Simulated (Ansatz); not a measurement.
For SiC (P6₃mc, No. 186), LDA (Ansatz, a first-principles code, plane waves, PAW) gives:

- lattice constant a: 3.059 Å
- c axis length: 15.011 Å
- cohesive energy: 7.40 eV/atom
- band gap at the measured cell: 1.98 eV
- formation enthalpy: -0.286 eV/atom

### Question
What does PBE0 (Ansatz, PAW) give for the same quantities?

### Answer

- lattice constant a: 3.073 Å (rises by 0.5 %)
- lattice parameter c: 15.075 Å (goes up by 0.4 %)
- cohesive energy: 6.41 eV/atom (shrinks by 0.99 eV/atom)
- band gap at the measured cell: 3.65 eV (rises by 1.67 eV)
- formation enthalpy: -0.284 eV/atom (moves by +0.002 eV/atom)

Changes are worked out from the printed values.

Unless a cell is named, each level is at its own relaxed cell (LDA 10.14, PBE0 10.27 Å³/atom).

Density-functional gaps are differences of (generalised) Kohn–Sham levels.

Caveats: the relaxation could not lower the start's symmetry, so the cell can be a saddle point above a distorted one (LDA, PBE0). Ansatz's density-functional and Hartree–Fock values are scalar-relativistic unless marked +SOC, with PAW data made under PBE.
